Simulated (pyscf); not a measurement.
# Four-centre exchange: HO–B(OH)–OH (SMILES OB(O)O) + CH₄ (SMILES C) -> H₃C–OH (SMILES CO) + HO–BH–OH (SMILES OBO)

Gas phase, singlet surface, charge 0. Bonds broken: O1–B2, C8–H9. Bonds formed: O1–C8, B2–H9. Optimised with ωB97X-D3(BJ)/def2-SVP in PySCF.

Transition state (Å):

```xyz
12

O     -0.4624    -0.6826     1.2450
B     -1.0038    -0.1368    -0.0573
O     -0.0824    -0.3542    -1.1035
O     -2.3672    -0.5164    -0.2497
H     -0.9597    -1.4867     1.4636
H     -0.3957     0.0101    -1.9373
H     -2.4573    -1.0537    -1.0426
C     -1.2385     0.9614     1.9972
H     -1.0069     1.1184     0.3509
H     -2.1929     1.4184     1.7200
H     -0.4078     1.6638     2.0903
H     -1.3425     0.3176     2.8777
```

One imaginary mode, 1074i cm⁻¹; descent along it reached the two sides named, in the forms told below.

```
bond   change  reactant side (Å)  saddle  product side
-----  ------  -----------------  ------  ------------
O1–B2  breaks              1.364   1.512           2.9
C8–H9  breaks              1.099   1.670           3.3
O1–C8   forms                4.0   1.967         1.407
B2–H9   forms                2.9   1.320         1.208
```

Electronic energies relative to the separated reactants (kcal/mol):

```csv
level,barrier,reaction energy,reverse barrier
ωB97X-D3(BJ)/def2-TZVP,119.0,+53.3,65.7
PBE/def2-TZVP,107.9,+52.2,55.7
r²SCAN/def2-TZVP,113.3,+55.5,57.8
B3LYP-D3(BJ)/def2-TZVP,115.8,+53.6,62.2
PBE0-D3(BJ)/def2-TZVP,115.4,+53.8,61.6
M06-2X/def2-TZVP,120.5,+55.2,65.3
ωB97M-D3(BJ)/def2-TZVP,118.0,+54.4,63.5
HF/def2-TZVP,142.4,+55.1,87.3
```

With ωB97M-D3(BJ)/def2-TZVP energies and thermal terms (ideal gas, 1 atm, RRHO with modes under 100 cm⁻¹ raised to 100, one conformer, R ln 2 for chiral ones without a mode under 150 cm⁻¹), in kcal/mol:

```csv
T (K),ΔH‡,ΔG‡,ΔH,ΔG
298,116.4,125.1,+54.5,+51.9
600,117.0,133.7,+54.0,+49.4
900,117.8,142.0,+53.8,+47.2
1200,118.7,149.9,+53.8,+44.9
```

On the product side the descent ends in a complex (not fully relaxed), 4.3 kcal/mol under the separated species and 70.0 kcal/mol under the saddle at ωB97X-D3(BJ)/def2-TZVP. The products may also form a dative adduct at HO–BH–OH; it and routes through it were not searched. The same reactants have a lower exit, to CH₃• + H• + HO–B(OH)–OH (no saddle counted: cutting one bond costs +112.4 kcal/mol at ωB97M-D3(BJ), against +118.0 kcal/mol here). One saddle was located; it need not be the lowest between these sides.
